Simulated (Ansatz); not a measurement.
# A geometry optimisation of CH2N+ with PBE0-D4/def2-TZVP

The starting geometry of this gas-phase singlet was optimised with GFN2-xTB.

```xyz
4

C    -0.0123   -0.6357   -0.1740
N     0.1668   -1.0484   -1.2407
H     0.5300   -0.6387    0.8143
H    -0.8094   -0.0454    0.3608
```

Problem. Where would you expect an optimisation with PBE0-D4/def2-TZVP to take it?

Solution. It rearranges to `C#[NH+]`. Contacts that open: C1–H3 (1.13 → 2.14 Å). Contacts that close: N2–H3 (2.13 → 1.01 Å).

The energy falls by 3.52 eV over 30 steps:

| step | E − E(last) (eV) |
| --- | --- |
| 1 | 3.515 |
| 4 | 3.125 |
| 7 | 3.122 |
| 11 | 3.122 |
| 14 | 3.121 |
| 17 | 3.119 |
| 20 | 3.004 |
| 24 | 1.861 |
| 27 | 0.133 |
| 30 | 0.000 |

Final geometry (Å):

```yaml
atoms:
  - { symbol: C, position_ang: [-0.5104, -0.3281, -0.0452] }
  - { symbol: N, position_ang: [0.4778, -0.8722, -0.0760] }
  - { symbol: H, position_ang: [1.3667, -1.3614, -0.1029] }
  - { symbol: H, position_ang: [-1.4591, 0.1936, -0.0155] }
```

No frequencies were run, so the end isn't proven a minimum. Run with Ansatz 0.2.0, 13 s on 1 thread of Intel(R) Xeon(R) 6975P-C (Granite Rapids), on a shared host.
